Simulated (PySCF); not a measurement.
# Molecular orbitals of SiCl

PBEsol at R = 2.074 Å; Si x2c-TZVPPall, Cl x2c-TZVPPall; spin-free X2C with a Gaussian nucleus (PySCF 2.14). State: ²Π (doublet), unpaired electrons π ↑. Only the outer orbitals are listed, counted within each symmetry.

```
spin  orbital  occ.  ε (eV)  on Si (%)            main shells (%)
   α       7σ     1  -20.90          9                    90 Cl s
   α       8σ     1  -12.19         54           52 Si s, 39 Cl p
   α       3π     1   -8.68         12            88 Cl p, 9 Si p
   α       3π     1   -8.59         13           87 Cl p, 10 Si p
   α       9σ     1   -8.09         63  40 Si s, 37 Cl p, 22 Si p
   α       4π     1   -4.03         89            89 Si p, 9 Cl p
   α       4π     0   -3.88         90            90 Si p, 8 Cl p
   α      10σ     0   -0.83         92   80 Si p, 10 Cl p, 9 Si d
   α      11σ     0    3.25         85  62 Si s, 28 Si p, 26 Cl d
   β       7σ     1  -20.83          9                    90 Cl s
   β       8σ     1  -11.79         48           45 Cl p, 45 Si s
   β       3π     1   -8.64         11            89 Cl p, 8 Si p
   β       3π     1   -8.35          9                    91 Cl p
   β       9σ     1   -7.68         69  47 Si s, 31 Cl p, 21 Si p
   β       4π     0   -3.54         91                    91 Si p
   β       4π     0   -2.65         92                    92 Si p
   β      10σ     0   -0.51         93           80 Si p, 10 Cl p
```

Question: Which are the highest filled and the lowest empty level, where do they sit, and how wide is the gap?

Answer: Highest filled α 4π at -4.03 eV (in %: 89 Si p, 9 Cl p); lowest empty α 4π at -3.88 eV (in %: 90 Si p, 8 Cl p); the gap at PBEsol is 0.15 eV. Both belong to one degenerate shell, split only by its one-sided filling, so this is no excitation gap.

```json
{
 "bond order (Mayer)": "1.35",
 "⟨S²⟩": "0.754",
 "charge on Si (Mulliken, basis-dependent)": "0.14",
 "charge on Si (Löwdin, basis-dependent)": "-0.20",
 "dipole moment (positive dipole means Si(−)Cl(+))": "-0.64 D"
}
```

The state is the lowest determinant that a PBE0 search found; another state may lie lower at other levels.
